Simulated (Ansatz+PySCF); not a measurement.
A calculation with Ansatz (development build ahead of 0.2.0).

```yaml
crystal:
  periodic: [false, false, false]
  atoms:
    - { symbol: C, position_ang: [0.0, 0.0, -1.09585] }
    - { symbol: O, position_ang: [0.0, 0.0, 0.82189] }
basis:
  gaussian: { orbitals: STO-3G }
hamiltonian:
  xc: hf
correlation:
  method: mp2
  frozen_orbitals: { C: 1, O: 1 }
scf:
  omitted_lower_state_checks: [starts, atomic_configurations, cluster_reference, orbital_swaps, given_window_search, neighbouring_geometries, increment]
```

The input is written out in the form of the current development build from the run's settings.

The run gave:

| Quantity | Value |
| --- | --- |
| Converged | yes |
| Reference energy | -110.82765 hartree |
| Correlation energy | -0.06558 hartree |
| Total energy | -110.89323 hartree |
| Spin squared of the determinant | 0.000 |
| Stability test | minimum among restricted orbitals |
| Occupied orbitals by symmetry in an Abelian subgroup (alpha; beta) | 5 A1 1 B1 1 B2; 5 A1 1 B1 1 B2 |

Messages of the program:
```
mean field -3015.77397057 eV, -110.8276492533 hartree, gradient 7.9e-6 eV, S^2 0.000000; 0 other ends of a descent, 0 dependent functions left out; unlike orbitals of the two spins would lower it
```

Caution: bonds are stretched, where a single reference can fail; an unrestricted determinant lies well below.
